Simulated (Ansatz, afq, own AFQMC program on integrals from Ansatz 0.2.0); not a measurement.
Two steps: Ansatz 0.2.0 writes the Fock matrix and Cholesky factors of the valence space, and afq projects on them the lowest state that overlaps trial and start.

```yaml
crystal:
  periodic: [false, false, false]
  atoms:
    - {symbol: W, position_ang: [0.000000, 0.000000, 0.000000]}
    - {symbol: H, position_ang: [0.000000, 0.000000, 2.059000]}
basis:
  gaussian: {orbitals: def2-TZVPP}
total_charge: 1
magnetization: {spin_polarized: true, initial_magnetization: 6}
correlation: {method: ccsd_t, electrons: outside_noble_gas, hamiltonian_folder: ham}
```

```sh
$ ansatz run in.yaml --threads 1 --pin off --events-out ev --progress --plain --max-ram 16896MiB --backend cuda --devices 0, --max-vram 18GiB
```

afq runs on the folder ham with

```
--method free --trial cisd --walkers 4000 --time-step 0.03 --max-blocks 4000 --target-error 0.0003 --factor-cut 1e-05 --seed 7014 --times 0,0.3,0.6,1.2,1.8,2.4,3.6,4.8,6 --taylor-order 8
```

Times are imaginary, in 1/Eh. The walk had a cap of 118 s. Core potentials past Kr, no spin–orbit coupling.

afq prints:

```
orbitals 66  electrons 6 0  factors 441 of 441
reference energy -66.61064204 Eh
CCSD correlation -0.06670418 Eh in 11 cycles, weight of the determinant in the CISD state 0.9640
repeat  energy at the last time / Eh  error
    10  -66.678944  0.000023
    20  -66.678949  0.000025
    30  -66.678937  0.000019
time / (1/Eh)  energy / Eh  error  mean overlap
  0.00  -66.677348  0.000002  1.0373
  0.30  -66.678302  0.000006  1.0360
  0.60  -66.678621  0.000006  1.0339
  1.20  -66.678800  0.000009  1.0321
  1.80  -66.678858  0.000009  1.0301
  2.40  -66.678894  0.000010  1.0290
  3.60  -66.678922  0.000016  1.0220
  4.80  -66.678908  0.000013  1.0176
  6.00  -66.678932  0.000019  1.0164
energy -66.678932 +/- 0.000019 Eh
```

The run passed its tests (error under three times the target), which doesn't prove that it has relaxed.

Against this walk (error 0.5 meV) on the same determinant: CCSD(T) 7.6 meV higher, CCSDT(Q) 0.7 meV higher (within the noise). The error is statistical, and a free projection of finite length keeps a remainder of its start.

Cautions: remainder of the start not in the error; no spin-orbit coupling; outer-core shells of the metal frozen; lower spins were not checked; higher spins were not checked.

The walk took 110 s on 1 × NVIDIA H100 80GB HBM3 with 2 threads of AMD EPYC 7R13 Processor (Zen 3), on a shared host (the card was shared). The log's last line is the free-projection energy.

CCSDT and higher add their correlation energy to the determinant of the CCSD(T) run, since their own runs factorise the integrals more tightly (a shift of under 2 meV). A walk keeps the symmetry of its determinant, which the program's search chose and which needn't be the lowest solution, so a lower state of the same spin and another symmetry isn't excluded.
